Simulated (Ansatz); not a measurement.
A run of Ansatz (development build ahead of 0.2.0) on doublet SiF₂(+) in separate pieces at this shape:

```tsv
atom	x (Å)	y (Å)	z (Å)
F	0.0000	0.0000	0.0000
Si	0.0000	0.0000	5.0400
F	0.0000	0.0000	-3.5840
```

Its results:

```yaml
Converged: yes
Total_energy: -488.42033 hartree
Spin_squared_of_the_determinant: 0.750
Stability_test: minimum among restricted orbitals
```

(1) Which input gives this output? Name the method, the orbitals and the basis set, and write the input.

## Answers

(1) ωB97X (restricted open-shell) in pcseg-2.

```yaml
crystal:
  periodic: [false, false, false]
  atoms:
    - { symbol: F, position_ang: [0.0, 0.0, 0.0] }
    - { symbol: Si, position_ang: [0.0, 0.0, 5.04] }
    - { symbol: F, position_ang: [0.0, 0.0, -3.584] }
basis:
  gaussian: { orbitals: pcseg-2 }
total_charge: 1
magnetization:
  initial_magnetization: 1
hamiltonian:
  xc: { name: wB97X }
```

Caution: stretched shape with no unrestricted run beside it, a lower state can exist; charge can spread falsely over distant fragments.
